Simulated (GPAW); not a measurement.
**SiPH4 (SMILES [SiH2]P) at 3 levels**

Wanted: a comparison of 3 runs (UPBE/real-space grid, ULDA (PW92)/dzp, UPBE/dzp) of SiPH4. Input form: an ASE script.

The calculation is run with GPAW 26.7.0.

1 further run of the same task is left out (it didn't finish).

**1. The structure to begin with**

SiPH4: 6 atoms, total charge 0, spin state doublet. As SMILES, `[SiH2]P`. Geometry: relaxed at GFN2-xTB. This is one conformer, not always the lowest.

Bond lengths: Si1–P2 2.220 Å, Si1–H3 1.467 Å, Si1–H4 1.466 Å, P2–H5 1.384 Å, P2–H6 1.384 Å. Angles: Si1–P2–H5 96.4°, Si1–P2–H6 96.4°, P2–Si1–H3 109.7°, P2–Si1–H4 109.7°, H5–P2–H6 92.6°, H3–Si1–H4 109.1°.

**2. The charge distribution at UPBE/real-space grid (scalar-relativistic datasets) (run 1)**

Input file gs.py:

```python
import numpy as np
from ase import Atoms
from ase.units import Debye
from gpaw import GPAW

# Structure
system = Atoms('SiPHHHH',
    positions=[[  0.127020,  -0.986120,  -0.104660],
               [ -0.338670,   1.170000,   0.142220],
               [ -0.300620,  -1.724700,   1.087920],
               [ -0.579260,  -1.514310,  -1.276300],
               [  0.434680,   1.617150,  -0.915300],
               [  0.656850,   1.437980,   1.066130]])
system.center(vacuum=4.5)
system.set_initial_magnetic_moments([0.5, 0.5, 0.0, 0.0, 0.0, 0.0])

# Ground state
dft = GPAW(mode='fd',
           h=0.18,
           xc='PBE',
           occupations={'name': 'fermi-dirac', 'width': 0.0, 'fixmagmom': True},
           maxiter=150,
           symmetry='off',
           txt='-')
system.calc = dft

energy = system.get_potential_energy()
print(f'Energy: {energy:.5f} eV')
forces = system.get_forces()
print('Forces (eV/Ang)')
for symbol, f in zip(system.symbols, forces):
    print(f'{symbol:2} {f[0]:9.4f} {f[1]:9.4f} {f[2]:9.4f}')
dipole = system.get_dipole_moment() / Debye
print(f'Dipole: {np.linalg.norm(dipole):.3f} D')
print('Moments:', system.get_magnetic_moments().round(3))
```

Launch:

```sh
$ python3 -u gs.py | tee gs.out
```

Standard output:

```text
[...]
Number of symmetries: 1
[...]
  Number of IBZ points: 1
[...]
Spin-components: 2 (collinear spins)
Bands:           12
[...]
  Valence electrons: 13.0
[...]
  Grid points: [56 68 64]
  Charge: 0.0  # |e|
[...]
    cutoffs:
[...]
occupation numbers:
  Fixed magnetic moment: 1.000
[...]
xc functional:
  name: PBE with 2 nearest neighbor stencil
[...]
|iter     |     time |      energy | eigst |  dens |  magmom |
[...]
|iter:   1| 00:00:14 |  -23.623546 | +1.14 |       |  +0.9938|
[...]
|iter:  15| 00:02:14 |  -22.679062c| -7.41c| -5.48c|  +1.0000|
Converged in 15 steps
[...]
Energy contributions relative to reference atoms: (reference = -17239.218558)
Energy contributions:
  Kinetic:          32.191495
  Coulomb:         -33.244649
  Zero:             -0.063755
  External:          0.000000
  Xc:              -21.562152
  Entropy:           0.000000
  Spinorbit:         0.000000
  ----------------------------
  Free energy:     -22.679062
  Extrapolated:    -22.679062
dipole moment: (0.104388, 0.062281, -0.005905)  # |e|*Ang
Total magnetic moment: (0.000000, 0.000000, 1.000000)
Local magnetic moments
|        x |        y |        z |
|----------|----------|----------|
| 0.000000 | 0.000000 | 0.266507 |  # Si   0
| 0.000000 | 0.000000 | 0.048875 |  # P    1
| 0.000000 | 0.000000 | 0.005568 |  # H    2
| 0.000000 | 0.000000 | 0.005643 |  # H    3
| 0.000000 | 0.000000 | 0.004443 |  # H    4
| 0.000000 | 0.000000 | 0.004306 |  # H    5
Fermi levels: -2.092, -4.134
Eigenvalues  # (at kpt = [0.000, 0.000, 0.000])
| band index |      eig [eV] | occ [0-1] |      eig [eV] | occ [0-1] |
|------------|---------------|-----------|---------------|-----------|
|          0 |       -16.441 |     1.000 |       -16.344 |     1.000 |
|          1 |       -12.811 |     1.000 |       -12.424 |     1.000 |
|          2 |       -10.008 |     1.000 |        -9.955 |     1.000 |
|          3 |        -8.581 |     1.000 |        -8.433 |     1.000 |
|          4 |        -8.432 |     1.000 |        -8.327 |     1.000 |
|          5 |        -7.263 |     1.000 |        -6.898 |     1.000 |
|          6 |        -4.864 |     1.000 |        -3.404 |     0.000 |
|          7 |        -0.781 |     0.000 |        -0.659 |     0.000 |
|          8 |        -0.706 |     0.000 |        -0.605 |     0.000 |
|          9 |        -0.598 |     0.000 |        -0.366 |     0.000 |
|         10 |         0.009 |     0.000 |         0.379 |     0.000 |
|         11 |         0.224 |     0.000 |         0.532 |     0.000 |
Gap: 2.623 eV
Transition (v -> c):
[...]
Forces (eV/Ang)
Si    0.7194    0.0596   -0.0761
P    -1.3301   -0.0094    0.1530
H    -0.2230   -0.2864    0.5179
H    -0.3450   -0.2023   -0.4938
H     0.5017    0.2919   -0.8504
H     0.6811    0.1461    0.7535
Dipole: 0.585 D
Moments: [0.267 0.049 0.006 0.006 0.004 0.004]
```

It took 2.3 min on 1 thread of AMD EPYC (Zen 3), shared host; peak memory 0.82 GiB.

**3. The solvation energy at ULDA (PW92)/dzp (scalar-relativistic datasets, continuum, electrostatics alone, water's cavity cyclohexane) (run 2)**

Input file molecule_solv.py:

```python
import numpy as np
from ase import Atoms
from ase.units import Bohr, Debye, kcal, mol
from gpaw import GPAW
from gpaw.solvation import EffectivePotentialCavity, GradientSurface, LinearDielectric, Power12Potential, SolvationGPAW

# Set up the molecule
positions_bohr = np.array(
              [[  0.240033,  -1.863497,  -0.197779],
               [ -0.639994,   2.210980,   0.268757],
               [ -0.568089,  -3.259211,   2.055871],
               [ -1.094643,  -2.861631,  -2.411857],
               [  0.821426,   3.055971,  -1.729666],
               [  1.241267,   2.717388,   2.014694]])
atoms = Atoms(['Si', 'P', 'H', 'H', 'H', 'H'], positions=positions_bohr * Bohr)
atoms.set_cell([13.0, 13.0, 13.0])
atoms.center()
atoms.set_initial_magnetic_moments([1 / len(atoms)] * len(atoms))

# Calculator
calc = GPAW(mode='lcao',
            basis='dzp',
            h=0.18,
            xc='LDA',
            occupations={'name': 'fermi-dirac', 'width': 0.0, 'fixmagmom': True},
            maxiter=120,
            symmetry='off',
            legacy_gpaw=True,
            txt='-')
atoms.calc = calc
e_gas = atoms.get_potential_energy()
mu_gas = np.linalg.norm(atoms.get_dipole_moment()) / Debye

# Dielectric constant of cyclohexane; cavity of the water model, electrostatics alone
solvent = dict(cavity=EffectivePotentialCavity(effective_potential=Power12Potential(atomic_radii={'H': 1.09}, u0=0.18),
                                               temperature=298.15, surface_calculator=GradientSurface()),
               dielectric=LinearDielectric(epsinf=2.02),
               interactions=[])
calc = SolvationGPAW(mode='lcao',
                     basis='dzp',
                     h=0.18,
                     xc='LDA',
                     occupations={'name': 'fermi-dirac', 'width': 0.0, 'fixmagmom': True},
                     maxiter=120,
                     symmetry='off',
                     txt='-',
                     **solvent)
atoms.calc = calc
e_sol = atoms.get_potential_energy()
mu_sol = np.linalg.norm(atoms.get_dipole_moment()) / Debye
dg = (e_sol - e_gas) / (kcal / mol)
print(f'Electrostatic solvation energy = {dg:.2f} kcal/mol')
print(f'Dipole {mu_gas:.3f} D in gas, {mu_sol:.3f} D in solution')
```

Launch:

```sh
$ python3 -u molecule_solv.py | tee molecule_solv.out
```

Standard output:

```text
[...]
    cutoffs:
[...]
  Total Charge: 0.000000
[...]
Number of atoms: 6
[...]
Number of bands in calculation: 12
Number of valence electrons: 13
[...]
iter:   1 hh:mm:ss   -23.163603        c          +0.9996
[...]
Converged after 10 iterations.
Dipole moment: (0.106695, 0.094458, -0.003428) |e|*Ang
Total magnetic moment: (0.000000, 0.000000, 1.000000)
[...]
Fermi levels: -1.85844, -4.08068
[...]
      Finite-difference x-derivative with O(h^6) error (6 points)
      Finite-difference y-derivative with O(h^6) error (6 points)
      Finite-difference z-derivative with O(h^6) error (6 points)
    Max iterations: 1000
[...]
iter:   9 hh:mm:ss   -22.701075c       c -4.04c   +1.0000
Converged after 9 iterations.
Dipole moment: (0.118807, 0.110862, -0.003309) |e|*Ang
Total magnetic moment: (0.000000, 0.000000, 1.000000)
Local magnetic moments:
   0 Si ( 0.000000,  0.000000,  0.267058)
   1 P  ( 0.000000,  0.000000,  0.055425)
   2 H  ( 0.000000,  0.000000,  0.005742)
   3 H  ( 0.000000,  0.000000,  0.005813)
   4 H  ( 0.000000,  0.000000,  0.004279)
   5 H  ( 0.000000,  0.000000,  0.004137)
Energy contributions relative to reference atoms: (reference = -17179.834824)
Kinetic:        +25.575532
Potential:      -26.199507
External:        +0.000000
XC:             -21.973003
Entropy (-ST):   +0.000000
Local:           -0.104098
--------------------------
Free energy:    -22.701075
Extrapolated:   -22.701075
Solvation cavity surface area: 114.88812
Solvation cavity volume: not calculated (no calculator defined)
Spin contamination: 0.010082 electrons
[...]
 Band  Eigenvalues  Occupancy  Eigenvalues  Occupancy
    0    -16.32300    1.00000    -16.21296    1.00000
    1    -12.68818    1.00000    -12.34014    1.00000
    2     -9.81204    1.00000     -9.73925    1.00000
    3     -8.37632    1.00000     -8.19775    1.00000
    4     -8.27253    1.00000     -8.14472    1.00000
    5     -7.09188    1.00000     -6.75593    1.00000
    6     -4.57522    1.00000     -3.53054    0.00000
    7     -0.11536    0.00000      0.09804    0.00000
    8      0.01183    0.00000      0.21694    0.00000
    9      0.77625    0.00000      0.89028    0.00000
   10      1.05607    0.00000      1.42942    0.00000
   11      1.50765    0.00000      1.80861    0.00000
Fermi levels: -1.82295, -4.05288
Electrostatic solvation energy = -0.49 kcal/mol
Dipole 0.685 D in gas, 0.781 D in solution
```

Wall time 3 min (1 thread of AMD EPYC (Zen 3), shared host); peak memory 1.3 GiB.

**4. Energy and one-electron properties at UPBE/dzp (scalar-relativistic datasets) (run 3)**

Input file mol.xyz:

```xyz
6

Si     0.127020    -0.986120    -0.104660
P     -0.338670     1.170000     0.142220
H     -0.300620    -1.724700     1.087920
H     -0.579260    -1.514310    -1.276300
H      0.434680     1.617150    -0.915300
H      0.656850     1.437980     1.066130
```

Input file mol_sp.py:

```python
import numpy as np
from ase.io import read
from ase.units import Debye
from gpaw import GPAW

system = read('mol.xyz')
system.center(vacuum=4.5)
system.set_initial_magnetic_moments([0.5, 0.5, 0.0, 0.0, 0.0, 0.0])

dft = GPAW(mode='lcao',
           basis='dzp',
           h=0.18,
           xc='PBE',
           occupations={'name': 'fermi-dirac', 'width': 0.0, 'fixmagmom': True},
           maxiter=150,
           symmetry='off',
           txt='-')
system.calc = dft

energy = system.get_potential_energy()
print(f'Energy = {energy:.5f} eV')
forces = system.get_forces()
print('Forces (eV/Ang)')
for symbol, f in zip(system.symbols, forces):
    print(f'{symbol:2} {f[0]:9.4f} {f[1]:9.4f} {f[2]:9.4f}')
dipole = system.get_dipole_moment() / Debye
print(f'Dipole                  {np.linalg.norm(dipole):.3f} D')
print('Moments:', system.get_magnetic_moments().round(3))
```

Launch:

```sh
$ python3 mol_sp.py
```

Standard output (excerpt; [...] marks lines left out):

```text
[...]
Number of symmetries: 1
[...]
  Number of IBZ points: 1
[...]
basis functions: 46
Spin-components: 2 (collinear spins)
Bands:           12
[...]
  Valence electrons: 13.0
[...]
  Grid points: [56 68 64]
  Charge: 0.0  # |e|
[...]
    cutoffs:
[...]
occupation numbers:
  Fixed magnetic moment: 1.000
[...]
xc functional:
  name: PBE with 2 nearest neighbor stencil
[...]
|iter     |     time |      energy | eigst |  dens |  magmom |
[...]
|iter:   1| 00:00:21 |  -22.475716 |      c|       |  +0.9995|
[...]
|iter:  10| 00:00:59 |  -21.985643c|      c| -4.13c|  +1.0000|
Converged in 10 steps
[...]
Energy contributions relative to reference atoms: (reference = -17239.218558)
Energy contributions:
  Kinetic:          28.008872
  Coulomb:         -28.527633
  Zero:             -0.076541
  External:          0.000000
  Xc:              -21.390342
  Entropy:           0.000000
  Spinorbit:         0.000000
  ----------------------------
  Free energy:     -21.985643
  Extrapolated:    -21.985643
dipole moment: (0.107601, 0.086935, -0.004156)  # |e|*Ang
Total magnetic moment: (0.000000, 0.000000, 1.000000)
Local magnetic moments
|        x |        y |        z |
|----------|----------|----------|
| 0.000000 | 0.000000 | 0.273758 |  # Si   0
| 0.000000 | 0.000000 | 0.050030 |  # P    1
| 0.000000 | 0.000000 | 0.004814 |  # H    2
| 0.000000 | 0.000000 | 0.004886 |  # H    3
| 0.000000 | 0.000000 | 0.004302 |  # H    4
| 0.000000 | 0.000000 | 0.004163 |  # H    5
Fermi levels: -1.601, -3.932
Eigenvalues  # (at kpt = [0.000, 0.000, 0.000])
[...]
Gap: 3.192 eV
Transition (v -> c):
[...]
Forces (eV/Ang)
Si    0.9368    0.1229   -0.0971
P    -1.8364   -0.0567    0.1976
H    -0.2886   -0.3760    0.6556
H    -0.4454   -0.2662   -0.6255
H     0.7090    0.3858   -1.0911
H     0.9344    0.1978    0.9571
Dipole                  0.665 D
Moments: [0.274 0.05  0.005 0.005 0.004 0.004]
```

Run time: 63 s. Hardware: 1 thread of AMD EPYC (Zen 3), shared host; peak memory 0.89 GiB.

**5. The series**

```csv
run,level,task,mode,energy (Eh),dipole moment (D),HOMO energy (eV),LUMO energy (eV),wall time
1,UPBE/real-space grid (scalar-relativistic datasets),properties,fd,-634.363037,0.58,-4.86,-3.40,2.3 min
2,"ULDA (PW92)/dzp (scalar-relativistic datasets, continuum, electrostatics alone, water's cavity cyclohexane)",solvation,lcao,-632.181534,0.78,-4.58,-3.53,3 min
3,UPBE/dzp (scalar-relativistic datasets),properties,lcao,-634.337554,0.66,-4.67,-3.20,63 s
```

**6. Results**

| quantity | value |
| --- | --- |
| run 3: energy as printed (from the program's reference atoms) | -21.9856 eV |
| run 3: dipole moment | 0.66 D |
| run 3: HOMO energy (highest over α and β) | -4.67 eV |
| run 3: LUMO energy (lowest over α and β) | -3.20 eV |
| run 3: largest force on an atom | 1.848 eV/Å |

What this shows: The dipole moment (its size) runs from 0.58 D (UPBE/real-space grid) to 0.78 D (ULDA (PW92)/dzp). The two ends differ in method and basis and solvent. Totals of different functionals can't be ranked against each other. All runs together took 6.3 min, the longest 3 min.
